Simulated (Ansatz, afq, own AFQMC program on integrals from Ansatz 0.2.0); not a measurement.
Where AFQMC and coupled cluster stand for BN, triplet

```xyz
2

B     0.0000    0.0000    0.0000
N     0.0000    0.0000    2.8350
```

Basis 6-31G. Noble-gas cores (and the filled d shells of Ga–Kr and In–Xe) are frozen. Ansatz 0.2.0 and our own AFQMC program on the same integrals; the CISD trial comes from CCSD amplitudes, and released means the phaseless constraint is let go. Uncertainties: one standard error, sampling alone.

Determinant: UHF, the one that the program's search chose, which needn't be the lowest solution. The geometry is a point of a scan.

Full CI on the same integrals is exact in this basis and with this determinant's frozen core.

Cautions: lower spins were not checked; unrestricted determinant spin contaminated (⟨S²⟩ 2.93 against 2.00); the released energies are still falling, so no released level is given (meV from the phaseless value at times in 1/Eh: -4 ± 3 at 0.24, -5 ± 3 at 0.51, -7 ± 3 at 0.99, -10 ± 3 at 1.62, -18 ± 3 at 2.40).

```
T1 diagnostic                               : 0.0365
weight of the determinant in the CISD state : 0.857
⟨S²⟩ of the determinant                     : 2.932
size of the correlated space                : 8 electrons in 16 orbitals
```

Reference: full CI, correlation energy -2.351 eV. The cautions show a poor starting determinant, so the rows tell how each method copes with it here, and full CI is the sure value.

```
        level  E − E(reference) (kJ/mol)  share of correlation (%)
           HF                      226.8                      0.00
          MP2                       89.3                     60.64
         CCSD                        9.5                     95.82
      CCSD(T)                        5.2                     97.69
        CCSDT                        0.4                     99.83
     CCSDT(Q)                        0.0                    100.01
       CCSDTQ                        0.0                     99.99
ph-AFQMC/CISD                  0.9 ± 0.3                     99.59
```

CCSDT and higher add their correlation energy to the determinant of the CCSD(T) run, since their own runs factorise the integrals more tightly (a shift of under 2 meV). A walk keeps the symmetry of its determinant, which the program's search chose and which needn't be the lowest solution, so a lower state of the same spin and another symmetry isn't excluded.
